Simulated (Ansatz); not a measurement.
# AlBH₂+ (doublet): wave-function methods side by side, def2-QZVPP

The task here is to estimate one member of a computed series from the others.

The runs use Ansatz 0.2.0, Gaussian basis; def2-QZVPP, core rule «outside noble gas», up to 6 orbitals frozen.

The runs, in order: UHF; ROHF; CCSD(T) on UHF.

2 further runs of the same task are left out: 2 set aside as unsound or not needed.

### What is computed

The geometry is a PBE0/def2-TZVP stationary point (not a proven minimum) of the parent state, kept for this charge and spin.

4 atoms, charge 1, spin multiplicity 2.

Atoms are counted from 1 here; the program's logs count them from 0.

Bond lengths: B1–Al2 1.909 Å, B1–H3 1.183 Å, Al2–H4 1.571 Å. Angles: Al2–B1–H3 180.0°, B1–Al2–H4 180.0°.

The first run:

Input file in.yaml:

```yaml
crystal:
  periodic: [false, false, false]
  atoms:
    - {symbol: B, position_ang: [0.000000, 0.000000, 1.051329]}
    - {symbol: Al, position_ang: [0.000000, 0.000000, -0.857484]}
    - {symbol: H, position_ang: [0.000000, 0.000000, 2.234417]}
    - {symbol: H, position_ang: [0.000000, 0.000000, -2.428262]}
basis:
  gaussian: {orbitals: "def2-QZVPP.json"}
total_charge: 1
magnetization: {spin_polarized: true, initial_magnetization: 1}
hamiltonian: {xc: hf}
output: {orbitals: {seedname: orbitals}}
```

On the command line:

```bash
> ansatz run in.yaml --threads 1 --pin off --events-out ev --progress --plain --max-ram 2393MiB
```

Steps of the session up to this table: UHF; ROHF; CCSD(T) on UHF.

One of the session's tables, all rows but one given; the rest of the session is left out.

It belongs to the step «Misses and costs». 

```
  method  from UCCSD(T) (meV)
    ROHF                    ?
     UHF              +4315.0
    UMP2               +845.7
   UCCSD               +110.8
UCCSD(T)                    0
```

**Question.** Estimate the row for ROHF.

The run gave: from UCCSD(T) (meV): +4399.4. In the column «from UCCSD(T) (meV)» it is the highest.
